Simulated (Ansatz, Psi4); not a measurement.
# Predicting a hybrid from its neighbours: BN

BN: 2 atoms, total charge 0, spin state triplet. As SMILES, `B#N`. Geometry: relaxed at PBE0-D4/def2-TZVP.

The electronic atomisation energy y, in eV, basis cc-pVTZ; a is the functional's share of exact exchange. Programs: Ansatz 0.2.0, Psi4 1.11.

| functional | program | a | y (eV) |
| --- | --- | --- | --- |
| U-r2SCAN | Ansatz | 0 | 4.89 |
| UBLYP | Ansatz | 0 | 5.11 |
| UTPSSh | Psi4 | 0.1 | 4.68 |
| UB3LYP | Ansatz | 0.2 | ? |
| UPBE0 | Ansatz | 0.25 | 4.80 |
| U-r2SCAN0 | Ansatz | 0.25 | 4.50 |
| UBHLYP | Ansatz | 0.5 | 4.24 |

Problem. Fit y = c + s·a to the known rows and predict UB3LYP.

Solution. 
1. Means of the 6 rows: a = 0.1833, y = 4.703.
2. Σ(Δa)² = 0.18333, Σ(Δa·Δy) = -0.26067, so the slope is -0.26067/0.18333 = -1.4219.
3. Intercept: 4.703 − (-1.4219) × 0.1833 = 4.964. The largest residual of the fit is 0.19.
4. UB3LYP: 4.964 + (-1.4219) × 0.2 = 4.68 eV.

The run gave 4.81 eV, so the prediction is off by -0.13 eV, within the largest residual. The rows mix families of semi-local functionals, which the line can't see.
